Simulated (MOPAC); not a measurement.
MOPAC input (PM3):

```
PM3 FORCE THERMO(298,298) PRECISE LET GEO-OK AUX(PRECISION=9) THREADS=1
CH6Si

C     0.00337635 1   -0.00634073 1   -1.23290529 1
Si   -0.00172722 1    0.00324369 1    0.63070944 1
H     0.01183433 1   -1.02583711 1   -1.63150701 1
H    -0.88031317 1    0.49391261 1   -1.64176613 1
H     0.88192581 1    0.50667136 1   -1.63700580 1
H    -0.01326585 1    1.40311452 1    1.15025568 1
H    -1.20811090 1   -0.70138853 1    1.15780683 1
H     1.21186743 1   -0.68386770 1    1.16434392 1
```

Output:

```
 *******************************************************************************
 **                                                                           **
 **                              MOPAC v23.2.5                                **
 **                                                                           **
 *******************************************************************************
 ** MOPAC's Digital Object Identifier: https://doi.org/10.5281/zenodo.6511958 **
 **                                                                           **
 ** Please cite the open-source release paper for use of this MOPAC version:  **
 ** J. E. Moussa and J. J. P. Stewart (2026)                                  **
 ** MOPAC: An open-source semiempirical molecular orbital program             **
 ** J. Open Source Softw., 11(119), 8025, https://doi.org/10.21105/joss.08025 **
 *******************************************************************************

                              PM3 CALCULATION RESULTS

 *******************************************************************************
 *  PM3        - The PM3 Hamiltonian to be used
 *  GEO-OK     - OVERRIDE INTERATOMIC DISTANCE AND OTHER SAFETY CHECKS
 *  LET        - OVERRIDE SOME SAFETY CHECKS
 *  PRECISE    - TIGHTER CRITERIA TO BE USED
 *  FORCE      - FORCE CALCULATION SPECIFIED
 *  AUX        - OUTPUT AUXILIARY INFORMATION
 *  THERMO     - THERMODYNAMIC QUANTITIES TO BE CALCULATED
 *******************************************************************************
PM3 FORCE THERMO(298,298) PRECISE LET GEO-OK AUX(PRECISION=9) THREADS=1
 CH6Si

   ATOM   CHEMICAL          X               Y               Z
  NUMBER   SYMBOL      (ANGSTROMS)     (ANGSTROMS)     (ANGSTROMS)

     1       C          0.00337635  *  -0.00634073  *  -1.23290529  *
     2      Si         -0.00172722  *   0.00324369  *   0.63070944  *
     3       H          0.01183433  *  -1.02583711  *  -1.63150701  *
     4       H         -0.88031317  *   0.49391261  *  -1.64176613  *
     5       H          0.88192581  *   0.50667136  *  -1.63700580  *
     6       H         -0.01326585  *   1.40311452  *   1.15025568  *
     7       H         -1.20811090  *  -0.70138853  *   1.15780683  *
     8       H          1.21186743  *  -0.68386770  *   1.16434392  *

          CARTESIAN COORDINATES

    NO.       ATOM           X           Y           Z

     1         C          0.0034     -0.0063     -1.2329
     2        Si         -0.0017      0.0032      0.6307
     3         H          0.0118     -1.0258     -1.6315
     4         H         -0.8803      0.4939     -1.6418
     5         H          0.8819      0.5067     -1.6370
     6         H         -0.0133      1.4031      1.1503
     7         H         -1.2081     -0.7014      1.1578
     8         H          1.2119     -0.6839      1.1643

  H: (PM3): J. J. P. STEWART, J. COMP. CHEM. 10, 209 (1989).
  C: (PM3): J. J. P. STEWART, J. COMP. CHEM. 10, 209 (1989).
 Si: (PM3): J. J. P. STEWART, J. COMP. CHEM. 10, 209 (1989).

           Empirical Formula: C H6 Si  =     8 atoms

      MOLECULAR POINT GROUP   :   C3v

[...]
 EFFECTIVE MASS      1.9874
 FORCE CONSTANT      0.4801

 VIBRATION         12    4E          ATOM PAIR     ENERGY CONTRIBUTION    RADIAL
 FREQUENCY          1411.98         C 1 -- H 5         +51.7% ( 61.3%)      0.2%
 TRANSITION DIPOLE   0.1153         C 1 -- H 4         +30.0% ( 46.7%)      5.0%
 TRAVEL (Ang.)       0.3368         C 1 -- H 3         +13.4% ( 31.1%)     25.8%
 REDUCED MASS        0.4210         C 1 -- Si2          +4.9% ( 18.9%)      0.0%
 EFFECTIVE MASS      1.5474
 FORCE CONSTANT      0.4945

 VIBRATION         14    5E          ATOM PAIR     ENERGY CONTRIBUTION    RADIAL
 FREQUENCY          1914.50         Si2 -- H 8         +60.5% ( 78.6%)     99.3%
 TRANSITION DIPOLE   0.0580         Si2 -- H 7         +35.9% ( 60.5%)     96.9%
 TRAVEL (Ang.)       0.2629         Si2 -- H 6          +3.4% ( 18.7%)     61.4%
 REDUCED MASS        0.5095         C 1 -- Si2          +0.2% (  4.9%)      0.0%
 EFFECTIVE MASS      1.4016
 FORCE CONSTANT      1.1003

 VIBRATION         15    4A1         ATOM PAIR     ENERGY CONTRIBUTION    RADIAL
 FREQUENCY          1936.51         Si2 -- H 8         +33.3% ( 56.8%)     98.0%
 TRANSITION DIPOLE   0.1228         Si2 -- H 7         +33.3% ( 56.8%)     98.0%
 TRAVEL (Ang.)       0.3239         Si2 -- H 6         +33.3% ( 56.8%)     98.0%
 REDUCED MASS        0.3319
 EFFECTIVE MASS      1.1168
 FORCE CONSTANT      0.7332

 VIBRATION         17    6E          ATOM PAIR     ENERGY CONTRIBUTION    RADIAL
 FREQUENCY          3124.46         C 1 -- H 5         +59.9% ( 79.7%)     98.5%
 TRANSITION DIPOLE   0.1421         C 1 -- H 4         +35.1% ( 61.0%)     94.4%
 TRAVEL (Ang.)       0.2064         C 1 -- H 3          +4.2% ( 21.1%)     49.7%
 REDUCED MASS        0.5066         C 1 -- Si2          +0.9% (  9.7%)      0.0%
 EFFECTIVE MASS      1.4843
 FORCE CONSTANT      2.9141

 VIBRATION         18    5A1         ATOM PAIR     ENERGY CONTRIBUTION    RADIAL
 FREQUENCY          3230.57         C 1 -- H 5         +33.3% ( 55.3%)     97.3%
 TRANSITION DIPOLE   0.0820         C 1 -- H 4         +33.3% ( 55.3%)     97.3%
 TRAVEL (Ang.)       0.2526         C 1 -- H 3         +33.3% ( 55.3%)     97.3%
 REDUCED MASS        0.3272         C 1 -- Si2          +0.2% (  3.7%)    100.0%
 EFFECTIVE MASS      1.1215
 FORCE CONSTANT      2.0121

      SYMMETRY NUMBER FOR POINT-GROUP C3v =  3

          SYSTEM IS A GROUND STATE

 CH6Si

          MOLECULE IS NOT LINEAR

          THERE ARE 18 GENUINE VIBRATIONS IN THIS SYSTEM
          THIS THERMODYNAMICS CALCULATION IS LIMITED TO
          MOLECULES WHICH HAVE NO INTERNAL ROTATIONS

                    CALCULATED THERMODYNAMIC PROPERTIES
                                          *
   TEMP. (K)   PARTITION FUNCTION   H.O.F.    ENTHALPY  HEAT CAPACITY ENTROPY
                                   KCAL/MOL   CAL/MOLE    CAL/K/MOL  CAL/K/MOL

 298.00  VIB.     0.2948D+01                   982.9845     8.3760     5.4473
         ROT.     0.3522D+04                   888.2803     2.9808    19.2098
         INT.     0.1038D+05                  1871.2648    11.3568    24.6571
         TRA.     0.3030D+27                  1480.4672     4.9680    37.4104
         TOT.                       -4.218    3351.7320    16.3248    62.0675

   *: NOTE: HEATS OF FORMATION ARE RELATIVE TO THE
            ELEMENTS IN THEIR STANDARD STATE AT 298K
              (=  Standard Enthalpy of Formation).

            Hvib:  Zero-point energy is not included.
                   frequencies of less than zero cm-1 are not included.
            Hrot = (3/2)RT
            Htra = (3/2)RT + pV = (5/2)RT

            Heat capacity is Cp, not Cv

          For more information, see: HTTP://OpenMOPAC.net/Manual/thermochemistry.html

           FORCE CONSTANT IN CARTESIAN COORDINATES (Millidynes/A)

    ATOM   CHEMICAL       X               Y               Z
   NUMBER   SYMBOL  FORCE CONSTANT  FORCE CONSTANT  FORCE CONSTANT

      1       C        4.950383        7.688172        7.688172
      2      Si        3.746916        3.550687        3.550687
      3       H        1.235346        4.935853        0.663724
      4       H        1.235346        1.731756        3.867820
      5       H        1.235346        1.731756        3.867821
      6       H        0.509963        1.895123        0.258283
      7       H        0.509963        0.667493        1.485913
      8       H        0.509963        0.667493        1.485913

 **********************
 *                    *
 * JOB ENDED NORMALLY *
 *                    *
 **********************

 == MOPAC DONE ==
```
